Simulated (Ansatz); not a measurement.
**CHB (triplet): the correlation ladder at distance B1–C2 = 1.180 Å, 6-31G**

How much of the correlation energy of CHB (triplet) does each wave-function method recover here?

Method: 6-31G, core rule «outside noble gas», up to 2 orbitals frozen; program: Ansatz 0.2.0, Gaussian basis.

The runs, in order: UHF; CCSD(T) on ROHF; CCSD(T) on UHF; BCCD(T) on ROHF; CISD; CCSDT(Q) on ROHF; CCSDT(Q) on UHF; CISDTQ; CCSDTQ on ROHF; CCSDTQ on UHF; CASSCF and MRCISD+Q, 4 electrons in 4 orbitals; CASSCF and NEVPT2, 4 electrons in 4 orbitals; CASSCF and MRCISD+Q, 8 electrons in 9 orbitals; CASSCF and NEVPT2, 8 electrons in 9 orbitals; Full CI.

18 further runs of the same task are left out: 15 that didn't finish, 3 set aside as unsound or not needed.

**1. What is computed**

The geometry derives from a PBE0/def2-TZVP stationary point (not a proven minimum). One bond is set to the value named and the two fragments are kept rigid.

3 atoms, charge 0, spin multiplicity 3.

Atoms are counted from 1 here; the program's logs count them from 0.

Bond lengths: B1–C2 1.180 Å, B1–H3 1.179 Å. Angles: C2–B1–H3 180.0°.

**2. UHF**

in.yaml

```yaml
crystal:
  periodic: [false, false, false]
  atoms:
    - {symbol: B, position_ang: [0.000000, 0.000000, 0.000429]}
    - {symbol: C, position_ang: [0.000000, 0.000000, -1.179571]}
    - {symbol: H, position_ang: [0.000000, 0.000000, 1.179141]}
basis:
  gaussian: {orbitals: 6-31G}
magnetization: {spin_polarized: true, initial_magnetization: 2}
hamiltonian: {xc: hf}
output: {orbitals: {seedname: orbitals}}
```

Launch:

```bash
$ ansatz run in.yaml --threads 1 --pin off --events-out ev --progress --plain --max-ram 2393MiB
```

The runs that follow: CCSD(T) on ROHF; CCSD(T) on UHF; BCCD(T) on ROHF; CISD; CCSDT(Q) on ROHF; CCSDT(Q) on UHF; CISDTQ; CCSDTQ on ROHF; CCSDTQ on UHF; CASSCF and MRCISD+Q, 4 electrons in 4 orbitals; CASSCF and NEVPT2, 4 electrons in 4 orbitals; CASSCF and MRCISD+Q, 8 electrons in 9 orbitals; CASSCF and NEVPT2, 8 electrons in 9 orbitals; Full CI.

Q: Predict the results of all the runs planned. Wanted: FCI below the RHF energy; RMP2 from FCI; UMP2 from FCI; RCCSD from FCI; RCCSD(T) from FCI; UCCSD(T) from FCI; RCCSDT(Q) from FCI; UCCSDT(Q) from FCI; NEVPT2 pair from FCI.

The runs gave:

```
                         quantity                                                                                                                                         value
         FCI below the RHF energy                                                                                                                                    -3.2289 eV
                    RMP2 from FCI                                                                                                                                    +710.7 meV
                    UMP2 from FCI                                                                                                                                    +723.6 meV
                   RCCSD from FCI                                                                                                                                     +91.6 meV
                RCCSD(T) from FCI                                                                                                                                     +22.5 meV
                UCCSD(T) from FCI                                                                                                                                     +22.3 meV
               RCCSDT(Q) from FCI                                                                                                                                      +0.9 meV
               UCCSDT(Q) from FCI                                                                                                                                      +0.4 meV
             NEVPT2 pair from FCI                                                                                                                                    +554.9 meV
           MRCISD+Q pair from FCI                                                                                                                                     +23.8 meV
          NEVPT2 valence from FCI                                                                                                                                    +290.0 meV
levels within 1 kcal/mol (43 meV)  RCCSD(T), UCCSD(T), BCCD(T), RCCSDT, UCCSDT, CISDTQ, RCCSDT(Q), UCCSDT(Q), RCCSDTQ, UCCSDTQ, MRCISD+Q pair, MRCISD valence, MRCISD+Q valence
                    T1 diagnostic                                                                                                                                         0.025
   effectively unpaired electrons                                                                                                                                          2.05
```

What this shows: RCCSD(T) misses by +22.5 meV, 0.7 % of the correlation energy. One determinant dominates. Of the multireference levels listed MRCISD+Q valence comes nearest in total energy (+12.4 meV), which doesn't show that its space is the better one. These misses are within one basis, not against nature; the frozen cores of restricted and unrestricted runs differ, which can shift their rows.
